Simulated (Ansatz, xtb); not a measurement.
**Relative energy of two structures of CH3Si2−**

We compare I, a singlet given by its coordinates, with II, a singlet given by its coordinates. Both are isolated ions in the gas phase, relaxed with r2SCAN-D4/def2-SVPD.

I (Å):

| atom | x (Å) | y (Å) | z (Å) |
| --- | --- | --- | --- |
| C | -0.4749 | 0.3842 | -3.4766 |
| Si | 0.5062 | 2.0416 | -3.3060 |
| Si | 1.7180 | 3.6393 | -2.7394 |
| H | 0.2143 | -0.4756 | -3.5279 |
| H | -1.1016 | 0.3658 | -4.3844 |
| H | -1.1382 | 0.2308 | -2.6086 |

Close contacts (Å): C1–Si2 1.93, Si2–Si3 2.08, C1–H4 1.10, C1–H5 1.10, C1–H6 1.10.

II (Å):

| atom | x (Å) | y (Å) | z (Å) |
| --- | --- | --- | --- |
| C | -1.0542 | 0.7548 | -2.6413 |
| Si | -2.3835 | 0.3695 | -1.7207 |
| Si | 0.3783 | 1.1681 | -3.6339 |
| H | 1.1147 | 2.4334 | -3.2317 |
| H | 0.1115 | 1.3950 | -5.1112 |
| H | 1.4869 | 0.1308 | -3.6525 |

Close contacts (Å): C1–Si2 1.66, C1–Si3 1.79, Si3–H4 1.52, Si3–H5 1.52, Si3–H6 1.52.

Estimate E(II) − E(I) at the level CCSD(T)/def2-SVPD + ΔMP2/def2-TZVPPD.

Calculated at CCSD(T)/def2-SVPD + ΔMP2/def2-TZVPPD: E(II) − E(I) = −26.3 kJ/mol, so structure II lies lower.

The same difference at several levels:

| level | geometry | E(II) − E(I) (kJ/mol) | departure from the last row (kJ/mol) | job, with rough time for the two |
| --- | --- | --- | --- | --- |
| r2SCAN-D4/def2-SVPD | r2SCAN-D4/def2-SVPD | −20.5 | +5.8 | optimisation, 10 s |
| HF/def2-SVPD | r2SCAN-D4/def2-SVPD | −68.1 | −41.8 | part of the CCSD(T) run |
| MP2/def2-SVPD | r2SCAN-D4/def2-SVPD | −48.1 | −21.8 | part of the CCSD(T) run |
| CCSD(T)/def2-SVPD | r2SCAN-D4/def2-SVPD | −33.6 | −7.3 | single point |
| CCSD(T)/def2-SVPD + ΔMP2/def2-TZVPPD | r2SCAN-D4/def2-SVPD | −26.3 |  | single point, 17 s |

None of the levels shown reverses the order. The largest departure from CCSD(T)/def2-SVPD + ΔMP2/def2-TZVPPD is that of HF/def2-SVPD, 41.8 kJ/mol. Levels run at GFN2-xTB geometries aren't shown. The last row adds to CCSD(T) the change of the MP2 difference between the two basis sets, here +7.3 kJ/mol.

With harmonic frequencies from r2SCAN-D4/def2-SVPD (ideal gas, rigid rotor, one conformer each, 298.15 K, 1 atm): on the last row, ΔE + ΔZPE = −46.5 kJ/mol. A mode under 50 cm⁻¹ makes harmonic enthalpies and free energies unreliable, so none is given.

The T1 diagnostic of structure I is large, so the coupled-cluster value is less sure. The correlated steps freeze 11 core orbitals. Programs: Ansatz 0.2.0; the last row on 1 thread of Intel(R) Xeon(R) 6975P-C (Granite Rapids) on a shared host.
